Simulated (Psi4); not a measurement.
Psi4 input (wB97X-D/6-31G*):

```
memory 1500 MB

molecule {
0 2
C     0.00151063   -0.00003421    0.15677747
C    -0.00745373    1.47973661   -0.01482608
C     1.28493407   -0.73353222   -0.02776186
C    -1.27792029   -0.74619443   -0.00307020
H    -0.01913589    1.76636606   -1.08038075
H    -0.89153056    1.93489643    0.43835820
H     0.88065011    1.94365219    0.42128423
H     1.52338880   -0.87527278   -1.09582020
H     2.12764463   -0.19187872    0.40880281
H     1.24913342   -1.73108127    0.41693185
H    -1.53549656   -0.89038572   -1.06634955
H    -1.22370432   -1.74329874    0.44075626
H    -2.11737378   -0.21285195    0.44970118
symmetry c1
no_reorient
no_com
}

set {
  basis 6-31G*
  reference uks
  scf_type pk
  dft_radial_points 99
  dft_spherical_points 590
  e_convergence 1e-8
  d_convergence 1e-7
  maxiter 150
}

e = energy('wb97x-d')
print_out(f'\nFINAL {e:.10f} DIPOLE {variable("CURRENT DIPOLE")[0]:.6f} {variable("CURRENT DIPOLE")[1]:.6f} {variable("CURRENT DIPOLE")[2]:.6f}\n')
```

From the last part of the output:

```
              A
    DOCC [    16 ]
    SOCC [     1 ]
    NA   [    17 ]
    NB   [    16 ]

  @UKS Final Energy:  -157.74509486548359

   => Energetics <=

    Nuclear Repulsion Energy =            125.6184955026382539
    One-Electron Energy =                -459.1591873772516124
    Two-Electron Energy =                 192.7201327119085477
    DFT Exchange-Correlation Energy =     -16.9193510767003481
    Empirical Dispersion Energy =          -0.0051846260784694
    VV10 Nonlocal Energy =                  0.0000000000000000
    Total Energy =                       -157.7450948654835940

  UHF NO Occupations:
  HONO-2 :   15  A 1.9996020
  HONO-1 :   16  A 1.9989143
  HONO-0 :   17  A 1.0000000
  LUNO+0 :   18  A 0.0010857
  LUNO+1 :   19  A 0.0003980
  LUNO+2 :   20  A 0.0002704
  LUNO+3 :   21  A 0.0002704

Computation Completed

Properties will be evaluated at   0.000000,   0.000000,   0.000000 [a0]

Properties computed using the SCF density matrix

 Multipole Moments:

 ------------------------------------------------------------------------------------
     Multipole            Electronic (a.u.)      Nuclear  (a.u.)        Total (a.u.)
 ------------------------------------------------------------------------------------

 L = 1.  Multiply by 2.5417464519 to convert [e a0] to [Debye]
 Dipole X            :         -0.0009122           -0.0000001           -0.0009123
 Dipole Y            :          0.0000115            0.0000000            0.0000115
 Dipole Z            :         -0.0945857            0.0000000           -0.0945857
 Magnitude           :                                                    0.0945901

 ------------------------------------------------------------------------------------

FINAL -157.7450948655 DIPOLE -0.000912 0.000011 -0.094586

*** Psi4 exiting successfully. Buy a developer a beer!
```
